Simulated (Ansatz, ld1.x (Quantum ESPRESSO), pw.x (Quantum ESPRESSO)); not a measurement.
tin: one change to the PAW potential, in the atom and in the bcc crystal

- Element: tin (Sn)
- Generator: ld1.x (Quantum ESPRESSO) 7.5
- Type: PAW
- Functional: PBEsol
- Relativity: scalar-relativistic
- Frozen core: [Kr] 4d10
- Valence charge: 4
- Reference configuration: 5s2 5p2
- Partial waves: 5s (bound): rcut 1.75, rcutus 2.30 bohr; 5s channel at 0.15 Ry: rcut 1.75, rcutus 2.30 bohr; 5p (bound): rcut 2.05, rcutus 2.30 bohr; 5p channel at 1.7 Ry: rcut 2.05, rcutus 2.30 bohr; 5d channel at 0.25 Ry: rcut 2.05, rcutus 2.75 bohr
- Local potential: all-electron potential smoothed inside 2.20 bohr (lloc = -2)
- Core correction: Bessel-smoothed model core inside 2.20 bohr
- Augmentation charge: PSQ, inside the norm-conserving radii

Change: type ultrasoft; waves now 5s (bound): rcut 1.75, rcutus 2.30 bohr; 5s channel at 0.15 Ry: rcut 1.75, rcutus 2.30 bohr; 5p (bound): rcut 2.05, rcutus 2.30 bohr; 5p channel at 1.7 Ry: rcut 2.05, rcutus 2.30 bohr; 5d channel at 0.25 Ry: rc 2.75 bohr; local potential the d channel.

Cutoffs, loose and tight: the cutoffs (Ry, on a coarse ladder) from which the occupation-weighted sum of valence levels, in a spherical-Bessel basis at the reference potential, stays within 10 and 1 mRy of its value at 400 Ry. They do not see the model core or the augmentation charge, which bear on the density cutoff. Test errors are all-electron minus pseudo excitation energies from the reference, over the configurations 5s2 5p1; 5s2 5p0; 5s1 5p0; 5s2 5p2.3; 5s0 5p4; 5s1 5p2; 5s1 5p3; variants that change the core or the reference have their own tests.

Crystal test: bcc Sn in pw.x 7.5, no spin, 12³ k-points, Fermi–Dirac smearing 0.01 Ry, cutoffs set for each file from its atomic test. The reference is all-electron LAPW (Ansatz 0.2.0) with the same functional, mesh and smearing; V0 and B0 come from Birch–Murnaghan fits to the pressures at five volumes. Errors are pseudo minus all-electron; Δ is the rms difference of the E(V) curves that follow from these fits, minima aligned, over ±6 % about the mean V0. Mesh and smearing are coarse, so the numbers serve the comparison and aren't converged zero-temperature values; the lattice is a test structure that the element need not adopt.

All-electron: a0 = 3.738 Å (V0 = 26.10 Å³/atom), B0 = 55.2 GPa.

Problem. Does the change bring the crystal closer to the all-electron result?

Solution. The mean pressure error goes from -0.54 to +1.28 GPa, so the change moves the solid further from the all-electron pressures. The B0 error goes the other way, from +3.5 to +1.6 %.

```json
{"quantity": "outcome (atom)", "base": "generated", "changed": "generated"}
{"quantity": "cutoff, loose (atom)", "base": "6 Ry", "changed": "6 Ry"}
{"quantity": "cutoff, tight (atom)", "base": "8 Ry", "changed": "8 Ry"}
{"quantity": "bound ghosts (atom)", "base": "none", "changed": "none"}
{"quantity": "largest test error (meV) (atom)", "base": "-433", "changed": "-442"}
{"quantity": "cutoffs in pw.x (Ry)", "base": "40/320", "changed": "40/320"}
{"quantity": "a0 (Å)", "base": "3.725", "changed": "3.765"}
{"quantity": "a0 error (%)", "base": "-0.33", "changed": "+0.72"}
{"quantity": "B0 error (%)", "base": "+3.5", "changed": "+1.6"}
{"quantity": "Δ (meV/atom)", "base": "3.1", "changed": "7.1"}
{"quantity": "mean pressure error (GPa)", "base": "-0.54", "changed": "+1.28"}
```

Base: The logarithmic derivative shows an extra or strongly shifted pseudo pole above the reference energy (d near 2.23 Ry). Changed file: This is a poor potential for the solid. The logarithmic derivative shows an extra or strongly shifted pseudo pole above the reference energy (d near 2.11 Ry). The atomic cutoffs weigh occupied waves only.
